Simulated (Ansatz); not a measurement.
Compare A (`NC1CC1=O`) with its isomer B (`CC(=N)C=O`).

Gas-phase electronic energies from Ansatz, PBE0-D4/def2-TZVP geometries. CBS: MP2 limit from def2 TZ/QZ plus the TZ coupled-cluster correction, frozen cores. Functionals use def2-TZVPP. B3LYP here is the variant with VWN-RPA as its local correlation; programs differ in this. Each species was taken in one conformer, which may not be the lowest.

(1) Which isomer does CCSD(T)/CBS put lower? Give the gap. (Estimate.)

(2) Give E(B) − E(A) in kJ/mol with CCSD(T)/def2-SVP, MP2/def2-TZVPP, B3LYP, LDA (SPW92), CCSD/def2-TZVPP, B2PLYP, PBE-D4. (Estimate.)

(3) Does the order hold for the free energy at 298.15 K (harmonic terms from PBE0-D4)? (An estimate is asked.)

Largest T1 diagnostic: 0.014.

Answers

(1) Ansatz gave: B, by 121.7 kJ/mol.

(2) The calculation gave: CCSD(T)/def2-SVP -135.4, MP2/def2-TZVPP -117.2, B3LYP -121.2, LDA (SPW92) -83.7, CCSD/def2-TZVPP -123.8, B2PLYP -123.1, PBE-D4 -102.3. None reverses the order clearly.

(3) Computed: Yes: G(B) − G(A) = -123.2 kJ/mol, for one conformer each.

From BLYP to BHLYP (50 % exact exchange), in def2-TZVPP and without D4, E(B) − E(A) moves by +4.7 kJ/mol. At CCSD(T), def2-SVP lies −13.7 kJ/mol from the extrapolated value and def2-TZVPP −3.8 kJ/mol.
